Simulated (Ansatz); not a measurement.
Correlation energies of `NC1CO1` by basis set

```xyz
9

N     1.148    0.419   -0.631
C    -0.180   -0.015   -0.469
C    -0.646   -0.617    0.766
O    -1.071    0.692    0.402
H     1.563    0.694    0.249
H     1.211    1.194   -1.278
H    -0.645   -0.316   -1.405
H    -1.414   -1.386    0.752
H     0.035   -0.665    1.615
```

Total charge 0; spin multiplicity 1. The geometry is a stationary point of PBE0-D4/def2-TZVP. It is one conformer, not always the lowest. Frozen core, restricted reference, Ansatz 0.2.0. CBS rows extrapolate triple and quadruple zeta; past MP2 they add the triple-zeta difference.

```csv
basis,HF (Eh),MP2 corr.,CCSD corr.,(T),CCSD(T) total
def2-SVP,-207.74709,-0.62699,-0.65950,-0.01942,-208.42601
def2-TZVPP,-207.99371,-0.78240,-0.80362,-0.03304,-208.83037
def2-QZVPP,-208.00361,-0.83774,–,–,–
CBS(def2),-208.00497,-0.87873,-0.89995,as TZ,-208.93796
```
